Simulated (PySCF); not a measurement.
# How the numerical set-up moves the result for PO⁺

Which parts of the numerical set-up matter for PO⁺? Each run edits the base script.

Method: each script names its method and basis; program: PySCF 2.14.0.

3 further runs of the same task are left out: 3 that didn't finish.

### 1 Starting geometry

PO⁺: 2 atoms, charge 1, spin multiplicity 1.

Bond lengths: P1–O2 1.589 Å.

### 2 Base script

input.py reads:

```python
from pyscf import gto, scf
from pyscf.hessian import thermo

mol = gto.M(
    atom='P 0 0 0; O 0 0 1.589',
    basis='cc-pvdz',
    charge=1,
    spin=0,
    symmetry=True,
    verbose=4,
)
mf = scf.RHF(mol)
mf = mf.density_fit(auxbasis='def2-universal-jkfit')
mf.kernel()
hess = mf.Hessian().kernel()
print('wavenumber (cm^-1) =', thermo.harmonic_analysis(mol, hess)['freq_wavenumber'].round(1))
mf.dip_moment()
print('orbital energies (hartree):', mf.mo_energy[..., max(0, mol.nelec[1]-3):mol.nelec[0]+3].round(4))
```

Started as:

```bash
$ OMP_NUM_THREADS=1 python input.py
```

The log of this run is left out.

In short: E(SCF) = -415.225105 Eh, 10 cycles, wavenumbers 914 cm⁻¹.

The bond length is a typed value, not an optimised one, so the wavenumber is not that of the minimum. The dipole of an ion depends on the origin.

### 3 Minao

Run 1 changes basis set: cc-pvdz → minao.

input.py reads:

```python
from pyscf import gto, scf
from pyscf.hessian import thermo

mol = gto.M(
    atom='P 0 0 0; O 0 0 1.589',
    basis='minao',
    charge=1,
    spin=0,
    symmetry=True,
    verbose=4,
)
mf = scf.RHF(mol)
mf = mf.density_fit(auxbasis='def2-universal-jkfit')
mf.kernel()
hess = mf.Hessian().kernel()
print('wavenumber (cm^-1) =', thermo.harmonic_analysis(mol, hess)['freq_wavenumber'].round(1))
mf.dip_moment()
print('orbital energies (hartree):', mf.mo_energy[..., max(0, mol.nelec[1]-3):mol.nelec[0]+3].round(4))
```

Started as:

```bash
$ OMP_NUM_THREADS=1 python input.py
```

### 4 Aug-cc-pvdz

Run 2 changes basis set: cc-pvdz → aug-cc-pvdz.

Edit input.py of step 2 so:

```diff
@@ -5,3 +5,3 @@
     atom='P 0 0 0; O 0 0 1.589',
-    basis='cc-pvdz',
+    basis='aug-cc-pvdz',
     charge=1,
```

### 5 3-21g

Run 3 changes basis set: cc-pvdz → 3-21g.

Edit input.py of step 2 so:

```diff
@@ -5,3 +5,3 @@
     atom='P 0 0 0; O 0 0 1.589',
-    basis='cc-pvdz',
+    basis='3-21g',
     charge=1,
```

Q: Predict the outcome of this session. Wanted: for each run, E(SCF); from base; gap; after the SCF.

**Answer**, as computed:

```
        run  E(SCF) (hartree)  from base (eV)  cycles  gap (eV)  functions           after the SCF
       base       -415.225105               0      10     13.79         32   highest mode 914 cm⁻¹
      minao       -415.088317         +3.7222       9     13.53         14  highest mode 1092 cm⁻¹
aug-cc-pvdz       -415.235769         -0.2902       8     13.72         50   highest mode 921 cm⁻¹
      3-21g       -413.065563        +58.7641       9     13.72         22  highest mode 1050 cm⁻¹
```

What this shows: Of the runs whose energies can be compared, “3-21g” moves the SCF energy most (+58.764 eV). minao (14 functions) gives an energy 3.72 eV higher than cc-pvdz (32). aug-cc-pvdz (50 functions) gives an energy 0.29 eV lower than cc-pvdz (32). 3-21g (22 functions) gives an energy 58.76 eV higher than cc-pvdz (32).
